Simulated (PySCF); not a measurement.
# A gas-phase reaction: CH6OSi + H2O → H4O2Si + CH4

Wanted: the reaction energy for `C[SiH2]O` + `O` → `O[SiH2]O` + `C`.

Computed with PySCF 2.14.0; each step states its level. No surroundings beyond the atoms listed, unless a continuum is named. Atoms count from 0, parts from 1.

## Step 1: Starting point

Each species was relaxed by itself at PBE0-D3(BJ)/def2-SVPD.

## Step 2: Energies of the species: wB97M-D3(BJ)/def2-TZVPD

The job: settings as JSON, then the geometry in Å.

```
{"job": {"kind": "react", "xc": "wB97M-D3(BJ)", "basis": "def2-TZVPD"}, "charge": 0, "multiplicity": 1}
-1 CH6OSi charge 0 multiplicity 1
C      0.214590     0.092320    -1.140850
Si    -0.117020    -0.502730     0.601600
O      0.092500     0.711890     1.744110
H      0.138200    -0.750780    -1.845200
H      1.223620     0.520760    -1.228830
H     -0.514070     0.854750    -1.454580
H      0.856060    -1.554840     1.005110
H     -1.508930    -1.048310     0.677050
H     -0.435010     1.508620     1.660290

-1 H2O charge 0 multiplicity 1
O     -0.003370     0.389280    -0.009000
H     -0.761170    -0.201240     0.004820
H      0.764570    -0.188010     0.004160

+1 H4O2Si charge 0 multiplicity 1
O     -0.907750     0.593030     1.163090
Si     0.072850    -0.336220     0.196910
O     -0.105000     0.181470    -1.382880
H     -0.775270     1.543720     1.164830
H     -0.414630    -1.725810     0.383070
H      1.513270    -0.208710     0.573770
H      0.607630     0.010080    -2.001790

+1 CH4 charge 0 multiplicity 1
C      0.000320    -0.000110     0.001710
H     -0.665940    -0.814960    -0.307310
H     -0.362820     0.947260    -0.415410
H      0.015560     0.064440     1.096690
H      1.014470    -0.197180    -0.367130
```

Level: wB97M-D3(BJ)/def2-TZVPD reaction energy of separated species, gas phase.

Command:

```bash
OMP_NUM_THREADS=1 python cluster_run.py task.json out
```

One launch serves the whole session: the jobs run in the order shown.

Output:

```text
species 1 (CH6OSi)
coarse grid: 31608 points
cycle   1  E = -406.5167258231  dE =  3.160e-02  |g| = 6.715e-01  |ddm| = 2.143e+00
cycle   2  E = -406.4999839474  dE =  1.674e-02  |g| = 7.805e-01  |ddm| = 9.061e-01
cycle   3  E = -406.6014392560  dE = -1.015e-01  |g| = 4.486e-02  |ddm| = 4.261e-01
cycle   4  E = -406.6018601654  dE = -4.209e-04  |g| = 1.834e-02  |ddm| = 5.280e-02
cycle   5  E = -406.6019410564  dE = -8.089e-05  |g| = 4.141e-03  |ddm| = 2.009e-02
cycle   6  E = -406.6019459791  dE = -4.923e-06  |g| = 6.710e-04  |ddm| = 5.455e-03
final grid: 66576 points
cycle   7  E = -406.6019292159  dE = -2.029e-07  |g| = 3.412e-04  |ddm| = 3.773e-03
cycle   8  E = -406.6019292377  dE = -2.179e-08  |g| = 2.343e-04  |ddm| = 6.837e-04
cycle   9  E = -406.6019292500  dE = -1.232e-08  |g| = 4.563e-05  |ddm| = 1.825e-04
cycle  10  E = -406.6019292508  dE = -7.110e-10  |g| = 2.508e-05  |ddm| = 7.894e-05
converged SCF energy = -406.6019292508

species 2 (H2O)
coarse grid: 10128 points
cycle   1  E = -76.4117500270  dE = -7.453e-02  |g| = 5.872e-01  |ddm| = 8.994e-01
cycle   2  E = -76.4087428433  dE =  3.007e-03  |g| = 6.461e-01  |ddm| = 5.038e-01
cycle   3  E = -76.4759336180  dE = -6.719e-02  |g| = 2.731e-02  |ddm| = 2.374e-01
cycle   4  E = -76.4760588211  dE = -1.252e-04  |g| = 5.497e-03  |ddm| = 1.609e-02
cycle   5  E = -76.4760674979  dE = -8.677e-06  |g| = 8.214e-04  |ddm| = 5.831e-03
final grid: 21952 points
cycle   6  E = -76.4760630229  dE = -1.975e-07  |g| = 5.843e-04  |ddm| = 1.373e-03
cycle   7  E = -76.4760630298  dE = -6.842e-09  |g| = 6.466e-04  |ddm| = 6.469e-04
cycle   8  E = -76.4760630934  dE = -6.364e-08  |g| = 3.199e-05  |ddm| = 2.236e-04
cycle   9  E = -76.4760630942  dE = -8.232e-10  |g| = 4.134e-06  |ddm| = 1.105e-04
converged SCF energy = -76.4760630942

species 3 (H4O2Si)
coarse grid: 26664 points
cycle   1  E = -442.4399611806  dE =  1.436e-01  |g| = 8.961e-01  |ddm| = 1.860e+00
cycle   2  E = -442.4086944379  dE =  3.127e-02  |g| = 1.039e+00  |ddm| = 9.844e-01
cycle   3  E = -442.5865244023  dE = -1.778e-01  |g| = 3.826e-02  |ddm| = 4.997e-01
cycle   4  E = -442.5868849994  dE = -3.606e-04  |g| = 1.038e-02  |ddm| = 4.860e-02
cycle   5  E = -442.5869134311  dE = -2.843e-05  |g| = 3.900e-03  |ddm| = 1.433e-02
cycle   6  E = -442.5869159376  dE = -2.506e-06  |g| = 1.938e-03  |ddm| = 3.713e-03
final grid: 55832 points
cycle   7  E = -442.5868839612  dE =  1.790e-08  |g| = 2.219e-03  |ddm| = 2.428e-03
cycle   8  E = -442.5868836556  dE =  3.056e-07  |g| = 2.641e-03  |ddm| = 2.061e-03
cycle   9  E = -442.5868847512  dE = -1.096e-06  |g| = 3.600e-05  |ddm| = 1.115e-03
cycle  10  E = -442.5868847525  dE = -1.263e-09  |g| = 1.160e-05  |ddm| = 8.954e-05
cycle  11  E = -442.5868847525  dE = -4.991e-11  |g| = 5.106e-06  |ddm| = 1.292e-05
converged SCF energy = -442.5868847525

species 4 (CH4)
coarse grid: 15072 points
cycle   1  E = -40.5278906343  dE = -1.934e-01  |g| = 1.334e-01  |ddm| = 1.251e+00
cycle   2  E = -40.5303034713  dE = -2.413e-03  |g| = 8.952e-02  |ddm| = 1.942e-01
cycle   3  E = -40.5321686278  dE = -1.865e-03  |g| = 5.682e-03  |ddm| = 4.934e-02
cycle   4  E = -40.5321783519  dE = -9.724e-06  |g| = 3.953e-04  |ddm| = 1.283e-02
final grid: 32696 points
cycle   5  E = -40.5321636196  dE = -1.048e-07  |g| = 1.004e-04  |ddm| = 2.773e-03
cycle   6  E = -40.5321636266  dE = -7.051e-09  |g| = 3.485e-05  |ddm| = 7.249e-04
cycle   7  E = -40.5321636272  dE = -6.093e-10  |g| = 1.882e-05  |ddm| = 2.073e-04
converged SCF energy = -40.5321636272

Reaction energy = -25.246 kcal/mol
```

Wall time 18 s (1 thread of Arm Neoverse V2, shared host); peak memory 0.6 GiB.

Species by species (with the dispersion term, which the log's SCF energies lack):

```tsv
ν	species	energy (Eh)	HOMO (eV)
-1	C[SiH2]O	-406.60952	-10.86
-1	O	-76.47682	-11.72
+1	O[SiH2]O	-442.59201	-11.06
+1	C	-40.53455	-13.46
```

## Step 3: Energies of the species: PBE0-D3(BJ)/def2-TZVPD

Same as in step 2 but for these lines:

```diff
@@ -1,2 +1,2 @@
-{"job": {"kind": "react", "xc": "wB97M-D3(BJ)", "basis": "def2-TZVPD"}, "charge": 0, "multiplicity": 1}
+{"job": {"kind": "react", "xc": "PBE0", "basis": "def2-TZVPD", "disp": "d3bj"}, "charge": 0, "multiplicity": 1}
 -1 CH6OSi charge 0 multiplicity 1
```

Method: PBE0-D3(BJ)/def2-TZVPD reaction energy of separated species, gas phase.

Output:

```text
species 1 (CH6OSi)
coarse grid: 7520 points
cycle   1  E = -406.1835701575  dE =  2.787e-02  |g| = 7.530e-01  |ddm| = 2.245e+00
cycle   2  E = -406.0108634617  dE =  1.727e-01  |g| = 1.213e+00  |ddm| = 1.191e+00
cycle   3  E = -406.2865017935  dE = -2.756e-01  |g| = 1.107e-01  |ddm| = 7.425e-01
cycle   4  E = -406.2887939957  dE = -2.292e-03  |g| = 4.202e-02  |ddm| = 8.736e-02
cycle   5  E = -406.2892212432  dE = -4.272e-04  |g| = 5.301e-03  |ddm| = 2.915e-02
cycle   6  E = -406.2892275801  dE = -6.337e-06  |g| = 7.144e-04  |ddm| = 4.483e-03
final grid: 66576 points
cycle   7  E = -406.2852749830  dE = -2.350e-05  |g| = 6.680e-03  |ddm| = 7.161e-02
cycle   8  E = -406.2852658757  dE =  9.107e-06  |g| = 9.466e-03  |ddm| = 9.083e-03
cycle   9  E = -406.2852840934  dE = -1.822e-05  |g| = 9.496e-04  |ddm| = 5.386e-03
cycle  10  E = -406.2852842506  dE = -1.573e-07  |g| = 1.585e-04  |ddm| = 6.247e-04
cycle  11  E = -406.2852842569  dE = -6.233e-09  |g| = 2.537e-05  |ddm| = 1.443e-04
cycle  12  E = -406.2852842570  dE = -1.382e-10  |g| = 4.979e-06  |ddm| = 2.768e-05
converged SCF energy = -406.2852842570

species 2 (H2O)
coarse grid: 2328 points
cycle   1  E = -76.3044307929  dE = -5.300e-03  |g| = 6.571e-01  |ddm| = 9.011e-01
cycle   2  E = -76.1882101600  dE =  1.162e-01  |g| = 1.036e+00  |ddm| = 7.256e-01
cycle   3  E = -76.3820311832  dE = -1.938e-01  |g| = 3.132e-02  |ddm| = 4.396e-01
cycle   4  E = -76.3822134877  dE = -1.823e-04  |g| = 5.864e-03  |ddm| = 1.606e-02
cycle   5  E = -76.3822186267  dE = -5.139e-06  |g| = 7.850e-04  |ddm| = 2.507e-03
final grid: 21952 points
cycle   6  E = -76.3808944489  dE = -1.509e-05  |g| = 3.445e-03  |ddm| = 9.300e-03
cycle   7  E = -76.3808924868  dE =  1.962e-06  |g| = 4.748e-03  |ddm| = 3.317e-03
cycle   8  E = -76.3808961965  dE = -3.710e-06  |g| = 2.519e-04  |ddm| = 1.963e-03
cycle   9  E = -76.3808962071  dE = -1.062e-08  |g| = 2.398e-05  |ddm| = 1.101e-04
cycle  10  E = -76.3808962072  dE = -1.118e-10  |g| = 3.292e-06  |ddm| = 1.514e-05
converged SCF energy = -76.3808962072

species 3 (H4O2Si)
coarse grid: 6280 points
cycle   1  E = -442.0683146660  dE =  2.177e-01  |g| = 9.685e-01  |ddm| = 1.923e+00
cycle   2  E = -441.7579381737  dE =  3.104e-01  |g| = 1.606e+00  |ddm| = 1.322e+00
cycle   3  E = -442.2314221510  dE = -4.735e-01  |g| = 6.273e-02  |ddm| = 8.623e-01
cycle   4  E = -442.2322493361  dE = -8.272e-04  |g| = 1.689e-02  |ddm| = 5.073e-02
cycle   5  E = -442.2322841246  dE = -3.479e-05  |g| = 1.054e-02  |ddm| = 1.419e-02
cycle   6  E = -442.2323029818  dE = -1.886e-05  |g| = 1.330e-03  |ddm| = 5.416e-03
cycle   7  E = -442.2323033117  dE = -3.299e-07  |g| = 2.989e-04  |ddm| = 1.100e-03
final grid: 55832 points
cycle   8  E = -442.2308923290  dE = -2.240e-05  |g| = 4.825e-03  |ddm| = 2.165e-02
cycle   9  E = -442.2308873533  dE =  4.976e-06  |g| = 7.134e-03  |ddm| = 5.891e-03
cycle  10  E = -442.2308958796  dE = -8.526e-06  |g| = 3.228e-04  |ddm| = 3.560e-03
cycle  11  E = -442.2308958969  dE = -1.729e-08  |g| = 4.491e-05  |ddm| = 1.954e-04
cycle  12  E = -442.2308958973  dE = -3.396e-10  |g| = 1.586e-05  |ddm| = 3.886e-05
converged SCF energy = -442.2308958973

species 4 (CH4)
coarse grid: 3568 points
cycle   1  E = -40.4581431186  dE = -2.007e-01  |g| = 2.716e-01  |ddm| = 1.410e+00
cycle   2  E = -40.4544967629  dE =  3.646e-03  |g| = 2.994e-01  |ddm| = 3.086e-01
cycle   3  E = -40.4773168312  dE = -2.282e-02  |g| = 2.108e-03  |ddm| = 1.507e-01
cycle   4  E = -40.4773176531  dE = -8.219e-07  |g| = 2.132e-04  |ddm| = 2.696e-03
final grid: 32696 points
cycle   5  E = -40.4741147672  dE = -1.456e-05  |g| = 4.522e-03  |ddm| = 6.451e-02
cycle   6  E = -40.4741137258  dE =  1.041e-06  |g| = 4.946e-03  |ddm| = 6.456e-03
cycle   7  E = -40.4741196701  dE = -5.944e-06  |g| = 3.505e-05  |ddm| = 2.502e-03
cycle   8  E = -40.4741196705  dE = -3.748e-10  |g| = 9.255e-06  |ddm| = 1.093e-04
converged SCF energy = -40.4741196705

Reaction energy = -23.858 kcal/mol
```

Run time: 8 s. Hardware: 1 thread of Arm Neoverse V2, shared host; peak memory 0.57 GiB.

Reaction energy at this level: -23.86 kcal/mol.

## Step 4: Energies of the species: MP2/def2-TZVPD

Same as in step 3 but for these lines:

```diff
@@ -1,2 +1,2 @@
-{"job": {"kind": "react", "xc": "PBE0", "basis": "def2-TZVPD", "disp": "d3bj"}, "charge": 0, "multiplicity": 1}
+{"job": {"kind": "react", "xc": "MP2", "basis": "def2-TZVPD"}, "charge": 0, "multiplicity": 1}
 -1 CH6OSi charge 0 multiplicity 1
```

Level: MP2/def2-TZVPD reaction energy of separated species, gas phase.

Output:

```text
species 1 (CH6OSi)
final grid: 66576 points
cycle   1  E = -405.2047848463  dE = -2.256e-02  |g| = 5.328e-01  |ddm| = 2.047e+00
cycle   2  E = -405.2529586197  dE = -4.817e-02  |g| = 3.276e-01  |ddm| = 6.206e-01
cycle   3  E = -405.2712987752  dE = -1.834e-02  |g| = 5.083e-02  |ddm| = 1.952e-01
cycle   4  E = -405.2721761773  dE = -8.774e-04  |g| = 8.098e-03  |ddm| = 6.798e-02
cycle   5  E = -405.2722060476  dE = -2.987e-05  |g| = 1.687e-03  |ddm| = 1.371e-02
cycle   6  E = -405.2722078242  dE = -1.777e-06  |g| = 4.272e-04  |ddm| = 5.184e-03
cycle   7  E = -405.2722079459  dE = -1.217e-07  |g| = 1.073e-04  |ddm| = 1.413e-03
cycle   8  E = -405.2722079531  dE = -7.157e-09  |g| = 2.371e-05  |ddm| = 3.083e-04
cycle   9  E = -405.2722079534  dE = -2.890e-10  |g| = 7.148e-06  |ddm| = 5.560e-05
converged SCF energy = -405.2722079534

species 2 (H2O)
final grid: 21952 points
cycle   1  E = -76.0248946798  dE = -1.467e-01  |g| = 4.364e-01  |ddm| = 8.776e-01
cycle   2  E = -76.0503807418  dE = -2.549e-02  |g| = 2.594e-01  |ddm| = 2.972e-01
cycle   3  E = -76.0608897539  dE = -1.051e-02  |g| = 2.594e-02  |ddm| = 1.025e-01
cycle   4  E = -76.0610471125  dE = -1.574e-04  |g| = 5.694e-03  |ddm| = 1.523e-02
cycle   5  E = -76.0610614800  dE = -1.437e-05  |g| = 1.176e-03  |ddm| = 5.302e-03
cycle   6  E = -76.0610623697  dE = -8.897e-07  |g| = 2.235e-04  |ddm| = 1.658e-03
cycle   7  E = -76.0610624064  dE = -3.670e-08  |g| = 3.304e-05  |ddm| = 3.733e-04
cycle   8  E = -76.0610624071  dE = -6.655e-10  |g| = 4.159e-06  |ddm| = 3.886e-05
converged SCF energy = -76.0610624071

species 3 (H4O2Si)
final grid: 55832 points
cycle   1  E = -441.0731439245  dE =  1.768e-02  |g| = 6.791e-01  |ddm| = 1.819e+00
cycle   2  E = -441.1372914742  dE = -6.415e-02  |g| = 4.224e-01  |ddm| = 5.748e-01
cycle   3  E = -441.1667502794  dE = -2.946e-02  |g| = 4.741e-02  |ddm| = 2.168e-01
cycle   4  E = -441.1674450478  dE = -6.948e-04  |g| = 8.561e-03  |ddm| = 5.607e-02
cycle   5  E = -441.1674756429  dE = -3.060e-05  |g| = 1.650e-03  |ddm| = 1.443e-02
cycle   6  E = -441.1674769932  dE = -1.350e-06  |g| = 6.058e-04  |ddm| = 3.116e-03
cycle   7  E = -441.1674771174  dE = -1.242e-07  |g| = 2.420e-04  |ddm| = 6.126e-04
cycle   8  E = -441.1674771402  dE = -2.287e-08  |g| = 6.046e-05  |ddm| = 2.619e-04
cycle   9  E = -441.1674771422  dE = -1.973e-09  |g| = 1.365e-05  |ddm| = 9.954e-05
cycle  10  E = -441.1674771423  dE = -1.130e-10  |g| = 3.048e-06  |ddm| = 2.782e-05
converged SCF energy = -441.1674771423

species 4 (CH4)
final grid: 32696 points
cycle   1  E = -40.2047134169  dE = -1.974e-01  |g| = 1.529e-01  |ddm| = 1.221e+00
cycle   2  E = -40.2121420272  dE = -7.429e-03  |g| = 3.682e-02  |ddm| = 2.041e-01
cycle   3  E = -40.2127049852  dE = -5.630e-04  |g| = 6.405e-03  |ddm| = 3.827e-02
cycle   4  E = -40.2127180852  dE = -1.310e-05  |g| = 1.642e-03  |ddm| = 1.100e-02
cycle   5  E = -40.2127196110  dE = -1.526e-06  |g| = 2.165e-04  |ddm| = 6.917e-03
cycle   6  E = -40.2127196442  dE = -3.320e-08  |g| = 2.839e-05  |ddm| = 1.798e-03
cycle   7  E = -40.2127196446  dE = -4.271e-10  |g| = 1.324e-06  |ddm| = 7.250e-05
converged SCF energy = -40.2127196446

Reaction energy = -26.468 kcal/mol
```

It took 3.1 s on 1 thread of Arm Neoverse V2, shared host; peak memory 0.41 GiB.

Reaction energy at this level: -26.47 kcal/mol.

## Step 5: Side by side

Energies in kcal/mol, with wall time:

```tsv
run	reaction	time
wB97M-D3(BJ)/def2-TZVPD	-25.25	18 s
PBE0-D3(BJ)/def2-TZVPD	-23.86	8 s
MP2/def2-TZVPD	-26.47	3.1 s
```

## Step 6: Outcome

| quantity | value |
| --- | --- |
| reaction energy (wB97M-D3(BJ)/def2-TZVPD) | -25.25 kcal/mol |
| ΔH, ΔG at 298 K (xTB thermal terms) | -24.4, -23.8 kcal/mol |
| range of the reaction energy over the runs of this table | -26.47 to -23.86 kcal/mol |

What this shows: The reaction is exothermic by 24.4 kcal/mol in the gas phase; dispersion gives +0.52, and xTB itself gave -42.99 for the electronic energy (xTB energies and thermal terms come from the earlier relaxation of each species, not shown). No barrier was sought. xTB and this level differ widely in the electronic energy, so what comes from xTB (the thermal terms above all) is less safe here. The reaction energy runs from -26.47 (MP2/def2-TZVPD) to -23.86 kcal/mol (PBE0-D3(BJ)/def2-TZVPD).
